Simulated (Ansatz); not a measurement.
# AlO₂ (doublet): B2PLYP over vertical spin and charge gaps, def2-QZVPP

How well do these functionals follow the top wave-function level for AlO₂ (doublet) over vertical spin and charge gaps?

Program: Ansatz 0.2.0, Gaussian basis. Level of theory: def2-QZVPP, all electrons in the functionals, frozen cores in the correlation of double hybrids and RPA. These are calculated values, not measurements.

The runs, in order: B2PLYP, at charge 0, doublet; charge 0, quartet; charge 1, singlet; charge 1, triplet.

2 further runs of the same task are left out: 2 set aside as unsound or not needed.

### Step 1. The geometry

The geometry is a PBE0/def2-TZVP stationary point (not a proven minimum).

3 atoms, charge 0, spin multiplicity 2.

Atoms are counted from 1 here; the program's logs count them from 0.

Bond lengths: Al1–O2 1.646 Å, Al1–O3 1.646 Å. Angles: O2–Al1–O3 180.0°.

No dispersion term is added.

The geometry shown and the zero of energy belong to the point charge 0, doublet. The yardstick, UCCSD(T), and other wave-function levels (R restricted, U unrestricted, valence and pair active spaces) come from earlier runs.

### Step 2. B2PLYP, charge 0, doublet

in.yaml

```yaml
crystal:
  periodic: [false, false, false]
  atoms:
    - {symbol: Al, position_ang: [0.000000, 0.000000, 0.000000]}
    - {symbol: O, position_ang: [0.000000, 0.000000, -1.645900]}
    - {symbol: O, position_ang: [0.000000, 0.000000, 1.645900]}
basis:
  gaussian: {orbitals: "def2-QZVPP.json"}
magnetization: {spin_polarized: true, initial_magnetization: 1}
hamiltonian: {xc: {name: B2PLYP}}
correlation: {electrons: outside_noble_gas}
```

Launch:

```sh
$ ansatz run in.yaml --threads 1 --pin off --events-out ev --progress --plain --max-ram 2393MiB
```

Log:

```text
Functional definition: B2PLYP
  name "B2PLYP"
  cite "Grimme, J. Chem. Phys. 124, 034108 (2006) doi:10.1063/1.2148954"
  cite "Becke, Phys. Rev. A 38, 3098 (1988) doi:10.1103/PhysRevA.38.3098"
  cite "Lee, Yang & Parr, Phys. Rev. B 37, 785 (1988) doi:10.1103/PhysRevB.37.785"
  parameter a = 0.53
  parameter c = 0.27
  exchange = (1 - a)*b88_x + a*exact_x
  correlation = (1 - c)*lyp_c + c*(mp2_os + mp2_ss)
1140 factors; integrals over basis functions are off by at most 6.7e-4 eV
mean field evaluation 1: about -10673.8472 eV, gradient 4.4e1 eV
mean field evaluation 2: about -10673.8707 eV, gradient 4.4e1 eV
mean field evaluation 4: about -10681.0439 eV, gradient 2.5e0 eV
mean field evaluation 8: about -10681.1354 eV, gradient 4.9e-1 eV
mean field evaluation 16: about -10681.1413 eV, gradient 3.9e-3 eV
mean field evaluation 32: about -10681.1977 eV, gradient 5.6e-1 eV
mean field evaluation 64: about -10681.1953 eV, gradient 1.6e-1 eV
mean field -10681.20074506 eV, -392.5268874029 hartree, gradient 1.6e-6 eV, S^2 0.764046; 7 other end points of the search recorded, 0 dependent functions left out
7 core orbitals not correlated: weight in the atoms' cores, before any rotation towards them, 1.000 or more for the frozen orbitals, at most 0.000 for the correlated occupied ones
reference -10681.20088572 eV, -392.5268925721 hartree; 8, 7 occupied and 169, 170 virtual orbitals, 1140 factors
second order -18.67495163 eV of doubles, -0.00000000 eV of singles
Total energy: -10686.24312266 eV, -392.7121913619 hartree
```

Run time: 74 s. Hardware: 1 thread of Arm Neoverse N1, shared host; peak memory 0.42 GiB.

From the report: ⟨S²⟩ of the determinant 0.764 (pure doublet: 0.75).

### Step 3. B2PLYP, charge 0, quartet

in.yaml: that of step 2 with these lines changed.

```diff
@@ -8,3 +8,3 @@
   gaussian: {orbitals: "def2-QZVPP.json"}
-magnetization: {spin_polarized: true, initial_magnetization: 1}
+magnetization: {spin_polarized: true, initial_magnetization: 3}
 hamiltonian: {xc: {name: B2PLYP}}
```

Launched as before.

Log, cut to the lines that bear on the results:

```text
Functional definition: B2PLYP
  name "B2PLYP"
  cite "Grimme, J. Chem. Phys. 124, 034108 (2006) doi:10.1063/1.2148954"
  cite "Becke, Phys. Rev. A 38, 3098 (1988) doi:10.1103/PhysRevA.38.3098"
  cite "Lee, Yang & Parr, Phys. Rev. B 37, 785 (1988) doi:10.1103/PhysRevB.37.785"
[...]
1140 factors; integrals over basis functions are off by at most 6.7e-4 eV
[...]
mean field -10679.12641067 eV, -392.4506570204 hartree, gradient 2.9e-6 eV, S^2 3.757622; 8 other end points of the search recorded, 0 dependent functions left out
7 core orbitals not correlated: weight in the atoms' cores, before any rotation towards them, 1.000 or more for the frozen orbitals, at most 0.000 for the correlated occupied ones
reference -10679.12654277 eV, -392.4506618747 hartree; 9, 6 occupied and 168, 171 virtual orbitals, 1140 factors
second order -15.08455909 eV of doubles, -0.00000000 eV of singles
Total energy: -10683.19937372 eV, -392.6003356515 hartree
```

Wall time 62 s (1 thread of Arm Neoverse N1, shared host); peak memory 0.47 GiB.

From the report: ⟨S²⟩ of the determinant 3.758 (pure quartet: 3.75).

From charge 0, doublet: +70.2 kcal/mol.

### Step 4. B2PLYP, charge 1, singlet

in.yaml: that of step 3 with these lines changed.

```diff
@@ -8,3 +8,4 @@
   gaussian: {orbitals: "def2-QZVPP.json"}
-magnetization: {spin_polarized: true, initial_magnetization: 3}
+total_charge: 1
+magnetization: {spin_polarized: true, initial_magnetization: 0}
 hamiltonian: {xc: {name: B2PLYP}}
```

Same command.

Log, cut to the lines that bear on the results:

```text
Functional definition: B2PLYP
  name "B2PLYP"
  cite "Grimme, J. Chem. Phys. 124, 034108 (2006) doi:10.1063/1.2148954"
  cite "Becke, Phys. Rev. A 38, 3098 (1988) doi:10.1103/PhysRevA.38.3098"
  cite "Lee, Yang & Parr, Phys. Rev. B 37, 785 (1988) doi:10.1103/PhysRevB.37.785"
[...]
1140 factors; integrals over basis functions are off by at most 6.7e-4 eV
[...]
mean field -10671.92898165 eV, -392.1861563823 hartree, gradient 4.3e-8 eV, S^2 1.009155; 13 other end points of the search recorded, 0 dependent functions left out
7 core orbitals not correlated: weight in the atoms' cores, before any rotation towards them, 1.000 or more for the frozen orbitals, at most 0.000 for the correlated occupied ones
reference -10671.92909793 eV, -392.1861606556 hartree; 7, 7 occupied and 170, 170 virtual orbitals, 1140 factors
second order -14.68290113 eV of doubles, -0.00000000 eV of singles
Total energy: -10675.89348124 eV, -392.3318490549 hartree
```

Wall time 1.9 min (1 thread of Arm Neoverse N1, shared host); peak memory 0.48 GiB.

From the report: ⟨S²⟩ of the determinant 1.009 (pure singlet: 0.00). The determinant is far from a pure spin state, so its energy mixes those of several spin states (harmless only where they are near-degenerate, as at dissociation).

From charge 0, doublet: +238.7 kcal/mol.

### Step 5. B2PLYP, charge 1, triplet

in.yaml: that of step 4 with these lines changed.

```diff
@@ -9,3 +9,3 @@
 total_charge: 1
-magnetization: {spin_polarized: true, initial_magnetization: 0}
+magnetization: {spin_polarized: true, initial_magnetization: 2}
 hamiltonian: {xc: {name: B2PLYP}}
```

Same command.

Log, cut to the lines that bear on the results:

```text
Functional definition: B2PLYP
  name "B2PLYP"
  cite "Grimme, J. Chem. Phys. 124, 034108 (2006) doi:10.1063/1.2148954"
  cite "Becke, Phys. Rev. A 38, 3098 (1988) doi:10.1103/PhysRevA.38.3098"
  cite "Lee, Yang & Parr, Phys. Rev. B 37, 785 (1988) doi:10.1103/PhysRevB.37.785"
[...]
1140 factors; integrals over basis functions are off by at most 6.7e-4 eV
[...]
mean field -10671.93238659 eV, -392.1862815115 hartree, gradient 4.0e-6 eV, S^2 2.009142; 8 other end points of the search recorded, 0 dependent functions left out
7 core orbitals not correlated: weight in the atoms' cores, before any rotation towards them, 1.000 or more for the frozen orbitals, at most 0.000 for the correlated occupied ones
reference -10671.93250290 eV, -392.1862857859 hartree; 8, 6 occupied and 169, 171 virtual orbitals, 1140 factors
second order -14.69209194 eV of doubles, -0.00000000 eV of singles
Total energy: -10675.89936773 eV, -392.3320653794 hartree
```

It took 63 s on 1 thread of Arm Neoverse N1, shared host; peak memory 0.55 GiB.

From the report: ⟨S²⟩ of the determinant 2.009 (pure triplet: 2.00).

From charge 0, doublet: +238.5 kcal/mol.

### Step 6. Against the wave-function levels

No level is safe as a reference over these points; UCCSD(T) serves as a yardstick only. It comes from earlier runs at the same points. Energies in kcal/mol, counted from charge 0, doublet; blanks weren't run or aren't comparable.

```csv
level,doublet to quartet,ionisation to the singlet cation,ionisation to the triplet cation
UCCSD(T),70.7,,237.7
B2PLYP,70.2,238.7,238.5
```

Largest miss and mean time a point (UCCSD(T) took 6.5 min a point; shared hosts):

```csv
level,largest miss (kcal/mol),where,time a point
B2PLYP,+0.8,ionisation to the triplet cation,78 s
```

### Step 7. Summary of results

| quantity | value |
| --- | --- |
| doublet to quartet, UCCSD(T) | 70.7 kcal/mol |
| ionisation to the triplet cation, UCCSD(T) | 237.7 kcal/mol |
| largest miss, B2PLYP | +0.8 kcal/mol (ionisation to the triplet cation) |

**Reading.** Misses are known at 2 of 3 points at best, and only functionals with that many are ranked. B2PLYP strays by up to 0.8 kcal/mol, at ionisation to the triplet cation. B2PLYP clearly breaks the spin symmetry at some points (⟨S²⟩ up to 1.01 above the pure value), so energy there is bought with a mixed spin. Functionals and the yardstick converge differently with the basis, so part of each miss in def2-QZVPP is the basis. The yardstick itself may be off where one determinant is a poor start. The program flags that the yardstick's amplitudes may have other solutions at some points.
